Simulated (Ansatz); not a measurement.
# AlBH (quartet): the correlation ladder, def2-QZVPP

One table from this session's results is given with a row withheld; the runs are named, their logs left out.

The runs use Ansatz 0.2.0, Gaussian basis; def2-QZVPP, core rule «outside noble gas», up to 6 orbitals frozen.

To be run: UHF; ROHF; CCSD(T) on UHF.

2 further runs of the same task are left out: 2 set aside as unsound or not needed.

## The geometry

The geometry is a PBE0/def2-TZVP stationary point (not a proven minimum) of the parent state, kept for this charge and spin.

3 atoms, charge 0, spin multiplicity 4.

Atoms are counted from 1 here; the program's logs count them from 0.

Bond lengths: B1–Al2 2.077 Å, Al2–H3 1.601 Å. Angles: B1–Al2–H3 125.0°.

As a file:

```
B     0.0000   -0.1388    1.5159
Al    0.0000    0.0968   -0.5473
H     0.0000   -1.1027   -1.6081
```

Set-up of the first run:

Input file in.yaml:

```yaml
crystal:
  periodic: [false, false, false]
  atoms:
    - {symbol: B, position_ang: [0.000000, -0.138799, 1.515922]}
    - {symbol: Al, position_ang: [0.000000, 0.096806, -0.547327]}
    - {symbol: H, position_ang: [0.000000, -1.102664, -1.608146]}
basis:
  gaussian: {orbitals: "def2-QZVPP.json"}
magnetization: {spin_polarized: true, initial_magnetization: 3}
hamiltonian: {xc: hf}
output: {orbitals: {seedname: orbitals}}
```

On the command line:

```bash
ansatz run in.yaml --threads 1 --pin off --events-out ev --progress --plain --max-ram 2393MiB
```

Among the steps run: UHF; ROHF; CCSD(T) on UHF.

One table of the session follows, with a row left open; its other results are not shown here.

| method | from UCCSD(T) (kJ/mol) |
| --- | --- |
| ROHF | ? |
| UHF | +380.6 |
| UMP2 | +95.5 |
| UCCSD | +17.6 |
| UCCSD(T) | 0 |

Q: Estimate the row for ROHF from the others.

As computed: from UCCSD(T) (kJ/mol): +391.4. In the column «from UCCSD(T) (kJ/mol)» it is the highest.
